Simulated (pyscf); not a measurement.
## Addition across a multiple bond or ene-type step: O=Ta(OH)(OH)–OH (SMILES [O]=[Ta]([OH])([OH])[OH]) + H₂ (SMILES [H][H]) -> HO–TaH(OH)(OH)–OH (SMILES [OH][TaH]([OH])([OH])[OH])

Gas phase, singlet surface, charge 0. Bonds broken: H9–H10. Bonds formed: O1–H9, Ta2–H10. Single points on ωB97X-D3(BJ)/def2-SVP structures (PySCF, gas phase).

Transition state (Å):

```xyz
10

O     -0.1759     1.4975     1.6601
Ta     0.4099     0.1285     0.6126
O      2.1374     0.5654     0.0007
O     -0.4607     0.0205    -1.0833
O      0.8425    -1.4576     1.5818
H      2.9627     0.5095    -0.4818
H     -1.3938    -0.0050    -1.3142
H      0.3455    -1.9634     2.2312
H     -1.1129     0.7200     1.6828
H     -1.4482    -0.2526     1.3038
```

One imaginary mode, 1487i cm⁻¹; descent along it reached the two sides named.

```csv
bond,change,reactant side (Å),saddle,product side
H9–H10,breaks,0.761,1.096,2.550
O1–H9,forms,2.6,1.218,0.959
Ta2–H10,forms,3.5,2.019,1.758
```

Electronic energies relative to the separated reactants (kJ/mol):

```csv
level,barrier,reaction energy,reverse barrier
ωB97X-D3(BJ)/def2-TZVP,127.9,+26.6,101.2
PBE/def2-TZVP,115.5,+41.3,74.2
r²SCAN/def2-TZVP,116.4,+32.5,83.9
B3LYP-D3(BJ)/def2-TZVP,130.9,+33.9,97.0
PBE0-D3(BJ)/def2-TZVP,115.3,+24.3,91.0
M06-2X/def2-TZVP,135.2,+27.2,108.0
ωB97M-D3(BJ)/def2-TZVP,129.4,+27.2,102.3
HF/def2-TZVP,168.1,+14.9,153.2
```

With ωB97M-D3(BJ)/def2-TZVP energies and thermal terms (ideal gas, 1 atm, RRHO with modes under 100 cm⁻¹ raised to 100, one conformer, R ln 2 for chiral ones without a mode under 150 cm⁻¹), in kJ/mol:

| T (K) | ΔH‡ | ΔG‡ | ΔH | ΔG |
|---|---|---|---|---|
| 298 | 132.0 | 164.3 | +42.9 | +77.2 |
| 600 | 128.1 | 198.8 | +41.7 | +112.7 |
| 900 | 127.3 | 234.4 | +42.8 | +148.0 |
| 1200 | 128.0 | 270.0 | +45.1 | +182.7 |

At the saddle there is also a short H–Ta contact that neither side keeps. This is the saddle that the search found; another between the same sides may lie lower. Elements past Kr carry the def2 core potentials, without spin-orbit coupling.
